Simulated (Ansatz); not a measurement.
# C₂H₄N+: energies up the ladder

The task, for C₂H₄N+: energies up the ladder. Charge +1.

Method: the levels named in each step, in Ansatz 0.2.0.

## Step 1: The starting structure

Bond lengths: C1–C2 1.386 Å, C2–N3 1.148 Å, C1–H4 1.096 Å, C1–H5 1.093 Å, C1–H6 1.097 Å, N3–H7 1.002 Å. Angles: C1–C2–N3 179.8°, C2–C1–H4 110.1°, C2–C1–H5 110.3°, C2–C1–H6 110.0°, H4–C1–H5 108.7°, H4–C1–H6 108.9°, H5–C1–H6 108.8°, C2–N3–H7 179.9°.

As a file:

```xyz
7

C    -1.2656    0.0641   -0.2786
C     0.0862   -0.0038    0.0203
N     1.2067   -0.0616    0.2648
H    -1.5505   -0.7704   -0.9296
H    -1.4933    1.0025   -0.7917
H    -1.8566    0.0123    0.6438
H     2.1843   -0.1104    0.4799
```

## Step 2: A rough first relaxation, PBE-D4/def2-SVP

input.yaml reads:

```yaml
crystal:
  periodic: [false, false, false]
  atoms:
    - { symbol: C, position_ang: [-1.2656, 0.06415, -0.27864] }
    - { symbol: C, position_ang: [0.08622, -0.00382, 0.02027] }
    - { symbol: "N", position_ang: [1.20671, -0.06158, 0.26477] }
    - { symbol: H, position_ang: [-1.55051, -0.77045, -0.92956] }
    - { symbol: H, position_ang: [-1.49329, 1.0025, -0.79173] }
    - { symbol: H, position_ang: [-1.85664, 0.01231, 0.6438] }
    - { symbol: H, position_ang: [2.18433, -0.11035, 0.47995] }
total_charge: 1
basis:
  gaussian: { orbitals: def2-SVP }
hamiltonian:
  xc: pbe
  dispersion: d4
relax:
  f_tol: 0.03
  max_steps: 200
```

Command:

```
$ ansatz run input.yaml --threads 4 --pin off --max-ram 10240MiB --backend cpu --events-out ev --progress --plain --runs-dir out
```

Further steps of the session: Relaxation, PBE0-D4/def2-TZVPP; Frequencies, PBE0-D4/def2-TZVPP; Single point, PBE-D4/def2-TZVPP; Single point, r2SCAN-D4/def2-TZVPP; Single point, B3LYP-D4/def2-TZVPP; Single point, wB97M-V/def2-TZVPP; Single point, B2PLYP/def2-TZVPP; Single point, LDA/def2-TZVPP; Single point, PBE0-D4/def2-SVP; Single point, PBE-D4/def2-SVP; Single point, CCSD(T)/def2-TZVPP; Single point, CCSD(T)/def2-QZVPP.

Before running it: what results should come out? Wanted: C1–C2 at PBE0-D4/def2-TZVPP; C2–N3 at PBE0-D4/def2-TZVPP; frequencies at PBE0-D4/def2-TZVPP; energy at CCSD(T)/CBS.

As calculated:

```
                         quantity             value
      C1–C2 at PBE0-D4/def2-TZVPP           1.427 Å
      C2–N3 at PBE0-D4/def2-TZVPP           1.137 Å
frequencies at PBE0-D4/def2-TZVPP  402 to 3712 cm⁻¹
            energy at CCSD(T)/CBS      -3616.251 eV
```

In words: No mode is imaginary, so the geometry is a minimum. These totals serve in differences with atoms or fragments at the same level; alone they don't rank the methods.
